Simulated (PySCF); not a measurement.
hydrogen sulfide (H₂S), SMILES S.

Geometry optimised at PBE0-D3(BJ)/def2-TZVPD.

The numbers are results of PySCF 2.14.0 with TDDFT-LC-ωPBE/def2-TZVPD, not measurements.

Vertical excitations. Isolated molecule, no solvent. State labels are in the subgroup C2v.

```csv
state,symmetry,energy (eV),λ (nm),f,main pairs
S1,A2,6.06,204,0.000,HOMO→LUMO+4 94 %
S2,B1,6.67,186,0.059,HOMO→LUMO 84 %
S3,A2,8.14,152,0.000,HOMO→LUMO+1 96 %
S4,B1,8.30,149,0.002,HOMO→LUMO+2 85 %
S5,A1,8.59,144,0.003,HOMO→LUMO+3 96 %
S6,B1,9.03,137,0.097,"HOMO→LUMO+5 71 %, HOMO→LUMO+6 24 %"
S7,B2,9.43,131,0.001,"HOMO−1→LUMO+4 55 %, HOMO→LUMO+7 41 %"
S8,A1,9.59,129,0.126,"HOMO−1→LUMO 74 %, HOMO−1→LUMO+2 15 %"
S9,B1,9.63,129,0.212,"HOMO→LUMO+6 71 %, HOMO→LUMO+5 22 %"
S10,A1,10.13,122,0.142,HOMO→LUMO+8 88 %
T1,A2,5.48,226,0,HOMO→LUMO+4 92 %
T2,B1,6.11,203,0,"HOMO→LUMO 71 %, HOMO→LUMO+2 11 %, HOMO→LUMO+5 11 %"
T3,B2,7.67,162,0,HOMO−1→LUMO+4 86 %
T4,B1,7.98,155,0,"HOMO→LUMO+5 71 %, HOMO→LUMO 17 %"
```
Triplets are in the Tamm–Dancoff approximation, which puts them higher than full response would, so one can lie above its singlet here.
